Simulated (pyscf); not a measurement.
F–SiH•–F + H₂ -> HF + F–SiH₂•, a four-centre exchange (doublet surface; F–Si, H–H broken, F–H, H–Si formed). Single points on ωB97X-D3(BJ)/def2-SVP structures (PySCF, gas phase). Energies in kcal/mol from the separated reactants.

Small-basis levels: PySCF, no dispersion term, spherical d functions. Open shells are spin-unrestricted. 

Task: In single points BP86/6-31G* puts the saddle at 50.1 kcal/mol and the reaction energy at +37.9 kcal/mol. Should these be trusted to within a few kcal/mol? Compare with ωB97M-D3(BJ)/def2-TZVP.

Result: ωB97M-D3(BJ)/def2-TZVP gives ΔE‡ = 52.8 kcal/mol and ΔE = +30.0 kcal/mol. BP86/6-31G* lies 2.6 kcal/mol under it in the barrier and 7.8 kcal/mol over it in the reaction energy, so on this step it does not hold to within 3.0 kcal/mol. ωB97M-D3(BJ)/def2-TZVP has limits of its own. On the product side the descent ends in a complex, 4.1 kcal/mol under the separated species and 28.1 kcal/mol under the saddle at ωB97X-D3(BJ)/def2-TZVP. The same reactants have a lower exit, to F–SiH₂–F + H• (barrier +13.7 kcal/mol at ωB97M-D3(BJ)/def2-TZVP, against +52.8 kcal/mol here). One saddle was located; it need not be the lowest between these sides.
